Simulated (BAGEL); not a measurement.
# Si3H6 (cyclo-(SiH2)3) at HF/cc-pVDZ (density fitting with qzvpp-jkfit)

Aim: the vertical ionisation energy of Si3H6 (cyclo-(SiH2)3) at HF/cc-pVDZ (density fitting with qzvpp-jkfit), from 2 runs. 

Program for the calculation: BAGEL 1.2.2.

### Step 1. The molecule

Si3H6: 9 atoms, total charge 0, spin state singlet. Geometry: relaxed at GFN2-xTB.

Bond lengths: Si1–Si4 2.342 Å, Si1–Si7 2.341 Å, Si4–Si7 2.341 Å, Si1–H2 1.466 Å, Si1–H3 1.466 Å, Si4–H5 1.466 Å, Si4–H6 1.466 Å, Si7–H8 1.466 Å, Si7–H9 1.466 Å. Some angles: Si1–Si4–Si7 60.0°, Si4–Si1–Si7 60.0°, Si1–Si7–Si4 60.0°, Si1–Si4–H5 121.5°, Si1–Si4–H6 121.7°, H5–Si4–Si7 121.6°, H6–Si4–Si7 121.7°, H2–Si1–Si4 121.7°, H2–Si1–Si7 121.4°, H3–Si1–Si4 121.7°.

### Step 2. The energy at HF/cc-pVDZ (density fitting with qzvpp-jkfit)

Input file hf.json:

```json
{ "bagel": [

{
  "title": "molecule",
  "basis": "cc-pvdz.json",
  "df_basis": "qzvpp-jkfit",
  "angstrom": true,
  "geometry": [
    { "atom": "Si", "xyz": [   -1.134740,    0.093590,    0.729030 ] },
    { "atom": "H", "xyz": [   -2.144300,   -0.949710,    0.933370 ] },
    { "atom": "H", "xyz": [   -1.610690,    1.252820,    1.488970 ] },
    { "atom": "Si", "xyz": [   -0.009500,    0.334880,   -1.310440 ] },
    { "atom": "H", "xyz": [    0.251600,    1.656030,   -1.889910 ] },
    { "atom": "H", "xyz": [   -0.284950,   -0.545230,   -2.450430 ] },
    { "atom": "Si", "xyz": [    1.143480,   -0.425770,    0.580200 ] },
    { "atom": "H", "xyz": [    2.167140,    0.391340,    1.238270 ] },
    { "atom": "H", "xyz": [    1.621950,   -1.807950,    0.680950 ] }
  ]
},
{
  "title": "hf"
},
{
  "title": "print",
  "file": "orbitals.molden",
  "orbitals": true
}

]}
```

The basis set cc-pVDZ is read from a file made from the Basis Set Exchange's data (not shown).

Command:

```sh
BAGEL_NUM_THREADS=1 BAGEL hf.json > hf.out
```

The program printed:

```text
* using 1 threads per process

  ===============================================================
  ===============================================================

  *** Geometry ***

  { "atom" : "Si", "xyz" : [     -2.144348,      0.176859,      1.377667 ] },
  { "atom" : "H", "xyz" : [     -4.052140,     -1.794692,      1.763814 ] },
  { "atom" : "H", "xyz" : [     -3.043763,      2.367487,      2.813746 ] },
  { "atom" : "Si", "xyz" : [     -0.017952,      0.632831,     -2.476373 ] },
  { "atom" : "H", "xyz" : [      0.475455,      3.129443,     -3.571412 ] },
  { "atom" : "H", "xyz" : [     -0.538477,     -1.030335,     -4.630642 ] },
  { "atom" : "Si", "xyz" : [      2.160864,     -0.804589,      1.096419 ] },
  { "atom" : "H", "xyz" : [      4.095301,      0.739525,      2.339991 ] },
  { "atom" : "H", "xyz" : [      3.065041,     -3.416530,      1.286809 ] },

  Number of auxiliary basis functions:      492

  Since a DF basis is specified, we compute 2- and 3-index integrals:
    o Being stored without compression. Storage requirement is 0.028 GB

  Number of basis functions:       84
  Number of electrons      :       48

    * METHOD: MOLECULE                             0.59

  *** RHF ***

  === Nuclear Repulsion ===
   191.9339213862

      * DIIS with orbital gradients will be used.

  === RHF iteration (cc-pvdz.json) ===
      0       -870.13971444          0.01001146           0.17
      1       -870.21827889          0.00376018           0.15
      2       -870.22699371          0.00124631           0.15
      3       -870.22818936          0.00010706           0.13
      4       -870.22820198          0.00001482           0.12
      5       -870.22820229          0.00000315           0.13
      6       -870.22820230          0.00000069           0.13
      7       -870.22820230          0.00000024           0.13
      8       -870.22820230          0.00000002           0.12
      9       -870.22820230          0.00000001           0.15
    * SCF iteration converged.

    * Permanent dipole moment:
           (    0.000847,    -0.002439,     0.001123) a.u.

    * METHOD: HF                                   1.68

    * METHOD: PRINT                                0.02

  ===============================================================
```

Run time: 2.8 s. Hardware: 1 thread of Intel Xeon at 2.50GHz (Skylake/Cascade Lake), shared host.

### Step 3. The doublet cation at the same level

Input file input.json:

```json
{ "bagel" : [

{
  "title" : "molecule",
  "basis" : "cc-pvdz.json",
  "df_basis" : "qzvpp-jkfit",
  "angstrom" : "true",
  "geometry" : [
    { "atom" : "Si", "xyz" : [      -1.134740,       0.093590,       0.729030 ] },
    { "atom" : "H", "xyz" : [      -2.144300,      -0.949710,       0.933370 ] },
    { "atom" : "H", "xyz" : [      -1.610690,       1.252820,       1.488970 ] },
    { "atom" : "Si", "xyz" : [      -0.009500,       0.334880,      -1.310440 ] },
    { "atom" : "H", "xyz" : [       0.251600,       1.656030,      -1.889910 ] },
    { "atom" : "H", "xyz" : [      -0.284950,      -0.545230,      -2.450430 ] },
    { "atom" : "Si", "xyz" : [       1.143480,      -0.425770,       0.580200 ] },
    { "atom" : "H", "xyz" : [       2.167140,       0.391340,       1.238270 ] },
    { "atom" : "H", "xyz" : [       1.621950,      -1.807950,       0.680950 ] }
  ]
},

{ "title" : "uhf", "charge" : 1, "nopen" : 1 },

{ "title" : "print", "file" : "orbitals.molden", "orbitals" : "true" }

]}
```

The basis set cc-pVDZ is read from a file made from the Basis Set Exchange's data (not shown).

Command:

```sh
BAGEL_NUM_THREADS=1 BAGEL input.json > input.out
```

The program printed:

```text
* using 1 threads per process

  ===============================================================
  ===============================================================

  *** Geometry ***

  { "atom" : "Si", "xyz" : [     -2.144348,      0.176859,      1.377667 ] },
  { "atom" : "H", "xyz" : [     -4.052140,     -1.794692,      1.763814 ] },
  { "atom" : "H", "xyz" : [     -3.043763,      2.367487,      2.813746 ] },
  { "atom" : "Si", "xyz" : [     -0.017952,      0.632831,     -2.476373 ] },
  { "atom" : "H", "xyz" : [      0.475455,      3.129443,     -3.571412 ] },
  { "atom" : "H", "xyz" : [     -0.538477,     -1.030335,     -4.630642 ] },
  { "atom" : "Si", "xyz" : [      2.160864,     -0.804589,      1.096419 ] },
  { "atom" : "H", "xyz" : [      4.095301,      0.739525,      2.339991 ] },
  { "atom" : "H", "xyz" : [      3.065041,     -3.416530,      1.286809 ] },

  Number of auxiliary basis functions:      492

  Since a DF basis is specified, we compute 2- and 3-index integrals:
    o Being stored without compression. Storage requirement is 0.028 GB

  Number of basis functions:       84
  Number of electrons      :       48

    * METHOD: MOLECULE                             0.59

  *** Open-shell HF ***

  === Nuclear Repulsion ===
   191.9339213862

      * DIIS with orbital gradients will be used.

  === UHF iteration (cc-pvdz.json) ===
      0       -869.84235046          0.01606719           0.31
      1       -869.91796261          0.00538051           0.33
      2       -869.92538819          0.00193312           0.31
      3       -869.92658077          0.00040747           0.26
      4       -869.92665009          0.00016476           0.26
      5       -869.92667829          0.00005307           0.30
      6       -869.92668226          0.00001660           0.34
      7       -869.92668273          0.00000703           0.31
      8       -869.92668283          0.00000383           0.32
      9       -869.92668288          0.00000305           0.29
     10       -869.92668290          0.00000286           0.31
     11       -869.92668293          0.00000279           0.28
     12       -869.92668297          0.00000277           0.25
     13       -869.92668297          0.00000274           0.27
     14       -869.92668299          0.00000274           0.30
     15       -869.92668295          0.00000275           0.27
     16       -869.92668298          0.00000276           0.28
     17       -869.92668288          0.00000275           0.29
     18       -869.92668295          0.00000276           0.29
     19       -869.92668286          0.00000273           0.27
     20       -869.92668261          0.00000276           0.29
     21       -869.92668320          0.00000278           0.28
     22       -869.92668642          0.00002983           0.28
     23       -869.92668633          0.00002646           0.29
     24       -869.92668572          0.00001712           0.27
     25       -869.92668408          0.00000272           0.28
     26       -869.92668420          0.00000355           0.28
     27       -869.92668587          0.00000254           0.28
     28       -869.92668706          0.00000747           0.28
     29       -869.92668695          0.00000323           0.28
     30       -869.92668917          0.00001886           0.29
     31       -869.92668893          0.00002128           0.28
     32       -869.92668820          0.00000628           0.29
     33       -869.92668922          0.00004071           0.29
     34       -869.92668929          0.00003764           0.28
     35       -869.92668943          0.00000864           0.28
     36       -869.92668984          0.00001192           0.30
     37       -869.92668988          0.00000409           0.28
     38       -869.92668992          0.00000126           0.31
     39       -869.92668993          0.00000151           0.29
     40       -869.92668994          0.00000044           0.32
     41       -869.92668994          0.00000015           0.33
     42       -869.92668995          0.00000041           0.28
     43       -869.92668995          0.00000008           0.27
     44       -869.92668995          0.00000002           0.24
     45       -869.92668995          0.00000001           0.27
     46       -869.92668995          0.00000000           0.28
    * SCF iteration converged.

    * S^2 (UHF) is 0.7705

    * Permanent dipole moment:
           (   -0.215666,     0.109319,    -0.228923) a.u.

    * METHOD: UHF                                 13.91

    * METHOD: PRINT                                0.02

  ===============================================================
```

It took 15 s on 1 thread of Intel Xeon at 2.50GHz (Skylake/Cascade Lake), shared host.

### Step 4. Summary of results

At HF/cc-pVDZ (density fitting with qzvpp-jkfit):

| quantity | value |
| --- | --- |
| singlet Si3H6: total energy | -870.22820 Eh |
| singlet Si3H6: dipole moment | 0.01 D |
| singlet Si3H6: HOMO energy | -9.22 eV |
| singlet Si3H6: LUMO energy | 2.13 eV |
| singlet Si3H6: HOMO–LUMO gap | 11.35 eV |
| doublet cation: total energy | -869.92669 Eh |
| doublet cation: ⟨S²⟩ | 0.770 |
| vertical ionisation energy (to the doublet cation) | 8.205 eV |

**Reading.** Removing an electron at fixed nuclei costs 8.20 eV (792 kJ/mol). The negative HOMO energy of the first species, 9.22 eV, lies 1.02 eV above that difference.
